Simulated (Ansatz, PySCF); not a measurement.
For zinc-blende AlN (metastable phase), RPBE (Ansatz, a program for electronic structure, plane waves, PAW) gives:

```
Property                    Value
-------------------  ------------
lattice parameter a       4.430 Å
bulk modulus B0           185 GPa
cohesive energy      5.30 eV/atom
```

Question: What does CCSD(T) (GTH pseudopotentials, Gaussian basis; PySCF) give for the same quantities?

Answer: 
- lattice constant a: 4.383 Å (decreases by 1.1 %)
- bulk modulus: 207 GPa (grows by 12 %)
- cohesive energy: 5.92 eV/atom (goes up by 0.62 eV/atom)

Changes are worked out from the printed values.

Unless a cell is named, each level is at its own relaxed cell (RPBE 10.87, CCSD(T) 10.52 Å³/atom).

Ansatz's density-functional and Hartree–Fock values are scalar-relativistic unless marked +SOC, with PAW data made under PBE.
